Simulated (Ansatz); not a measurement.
Basis sets compared for MgMe(NH2) (CH₅MgN). Total charge 0; singlet. Geometry B3LYP-D4/def2-TZVP. Ansatz on 4 threads of Arm Neoverse V2 on a shared host; times are rough, and most runs start from earlier orbitals.

Cartesian coordinates in Å:
```
Mg -0.298 -0.131 0.063
C 1.580 0.681 -0.335
H 2.378 0.114 0.152
H 1.654 1.714 0.017
H 1.795 0.690 -1.407
N -2.008 -0.867 0.426
H -2.601 -0.650 1.215
H -2.500 -1.552 -0.131
```

B3LYP takes the VWN-RPA correlation.

Binding counts from free atoms (Mg singlet, C triplet, H doublet, N quartet) in the same basis, without a counterpoise term.

| level | functions | energy (Eh) | HOMO (eV) | LUMO (eV) | binding per atom (eV) | wall time |
| --- | --- | --- | --- | --- | --- | --- |
| HF/STO-3G | 24 | -291.1800 | -5.95 | 10.97 | 3.14 | 0.05 s |
| HF/6-31G | 41 | -294.7906 | -9.24 | 1.92 | 2.18 | 0.1 s |
| PBE-D4/def2-SVP | 71 | -295.5561 | -4.59 | -1.13 | 3.31 | 0.4 s |
| PBE-D4/def2-TZVP | 124 | -295.7423 | -4.77 | -1.29 | 3.31 | 0.55 s |
| r2SCAN-D4/def2-TZVP | 124 | -295.9080 | -5.03 | -0.82 | 3.27 | 1.1 s |
| B3LYP-D4/6-31G | 41 | -295.9406 | -5.45 | -0.55 | 3.18 | 0.3 s |
| B3LYP-D4/def2-TZVP | 124 | -296.0286 | -5.89 | -0.91 | 3.28 | 0.65 s |
| PBE0-D4/def2-SVP | 71 | -295.5881 | -5.97 | -0.48 | 3.26 | 0.4 s |
| PBE0-D4/def2-TZVP (with forces) | 124 | -295.7712 | -6.12 | -0.62 | 3.25 | 1 s |

Problem. Estimate the rows for PBE-D4/def2-TZVPD, r2SCAN-D4/def2-TZVPD, PBE0-D4/def2-TZVPD.

Solution. 
| level | functions | energy (Eh) | HOMO (eV) | LUMO (eV) | binding per atom (eV) | wall time |
| --- | --- | --- | --- | --- | --- | --- |
| PBE-D4/def2-TZVPD | 154 | -295.7443 | -4.86 | -1.37 | 3.32 | 0.7 s |
| r2SCAN-D4/def2-TZVPD | 154 | -295.9092 | -5.10 | -0.88 | 3.27 | 1.4 s |
| PBE0-D4/def2-TZVPD | 154 | -295.7728 | -6.18 | -0.71 | 3.26 | 0.85 s |
